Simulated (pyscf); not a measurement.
Structures and frequencies: ωB97X-D3(BJ)/def2-SVP in PySCF.

Question: Estimate the classical barrier height and the reaction energy of HO–GaH–Cl + hydrogen (H₂) → Cl–GaH₂ + water (H₂O) at HF/def2-TZVP. The step runs on the singlet surface, breaks Ga–O, H–H and forms Ga–H, H–O; take the separated reactants as zero.

Answer: ΔE‡ = 34.0 kcal/mol, ΔE = +9.2 kcal/mol. ωB97M-D3(BJ)/def2-TZVP gives 23.1 kcal/mol and +11.1 kcal/mol. Zero-point energy shifts the barrier by +2.6 kcal/mol. It is a four-centre exchange, with an imaginary mode of 1333i cm⁻¹. On the product side the descent ends in an adduct with a Ga–O contact, 19.0 kcal/mol under the separated species and 29.5 kcal/mol under the saddle at ωB97X-D3(BJ)/def2-TZVP. What is counted as broken (Ga–O) persists as a longer contact in the product adduct; parting that adduct is a step of its own. At the saddle there is also a short Ga–H contact that neither side keeps. This is the saddle that the search found; another between the same sides may lie lower. Elements up to Kr have no core potential and no relativistic terms here.
